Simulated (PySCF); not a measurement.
Nitrogen: a sound run and one with changed settings

Sound run: N [He] 2s2 2p3, N⁺ [He] 2s2 2p2. Calculation: PySCF 2.14, in def2-TZVP (5s3p2d1f, 31 functions); no relativity, point nucleus. In the sound run the correlated levels freeze 1s2. The sound run starts from symmetry-adapted Hartree-Fock orbitals and uses a fine grid where one is needed.

Changed run: a valence shell is frozen. This setting is unsound on purpose.

| species | method | sound run (hartree) | changed run (hartree) | converged |
| --- | --- | --- | --- | --- |
| N | MP2 | -54.49761 | -54.42578 | yes |
| N | CCSD(T) | -54.51594 | -54.43076 | yes |
| N⁺ | MP2 | -53.96240 | -53.89936 | yes |
| N⁺ | CCSD(T) | -53.98519 | -53.90116 | yes |

Ionisation energy of N:

```
 method  sound run (eV)  changed run (eV)
    UHF          13.898            13.898
    MP2          14.564            14.325
SCS-MP2          14.311            14.040
   CCSD          14.424            14.407
CCSD(T)          14.442            14.411
```

Freezing a valence shell removes pair correlation that changes on ionisation.

For comparison, NIST gives 14.534 eV between the lowest levels.
